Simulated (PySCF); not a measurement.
Compound: HNO.
Atom-mapped SMILES: `[NH:1]=[O:2]` (hydrogens: H3 on N1)

Structure used (GFN2-xTB), in Å, numbered top down from 1:
```xyz
3
HNO angstrom
N     -0.0523    0.4167   -0.0028
O      0.9730   -0.2086   -0.0115
H     -0.9092   -0.2106    0.0018
```

Computed, not measured: PySCF, TDDFT PBE0/def2-SVPD, vertical, gas phase, core orbitals frozen in the response.

Ground-to-excited transition dipoles (e·a0, same axes as the geometry; the sign carries no meaning), for the states with f of 0.002 or more among the lowest 8:

```csv
state,E (eV),μx,μy,μz
S2,6.696,-0.622,-0.276,0.004
S4,8.445,0.225,0.277,-0.001
S6,9.018,0.428,-0.377,-0.004
S7,9.594,-0.001,0.000,-0.109
S8,10.002,-0.131,0.119,0.001
```

Problem. What oscillator strength does each state have?

Solution. f = (2/3) ΔE |μ|² with ΔE in hartree (27.2114 eV).

```csv
state,|μ|² (au),|μ| (D),f
S2,0.463,1.73,0.076
S4,0.127,0.91,0.026
S6,0.325,1.45,0.072
S7,0.012,0.28,0.003
S8,0.031,0.45,0.008
```

Problem. Label these states by symmetry in Cs.

Solution. The ground state is totally symmetric, so the direction of μ fixes the label. Polarised normal to the mirror plane, so A″: S7. Polarised in the mirror plane, so A′: S2, S4, S6 and S8.

Problem. What angle do the transition dipoles of S2 and S4 make?

Solution. |cos θ| = |μa·μb| / (|μa| |μb|) = 0.89, so θ ≈ 27° (taken between 0 and 90°, since the signs are arbitrary).

Problem. What peak molar absorption coefficient would the strongest computed level give as a lone Gaussian band 0.4 eV wide at half height?

Solution. ε(max) = 2.175×10⁸ f / FWHM, with the width in cm⁻¹. S2: 2.175×10⁸ × 0.0760 / 3226 ≈ 5100 L mol⁻¹ cm⁻¹.
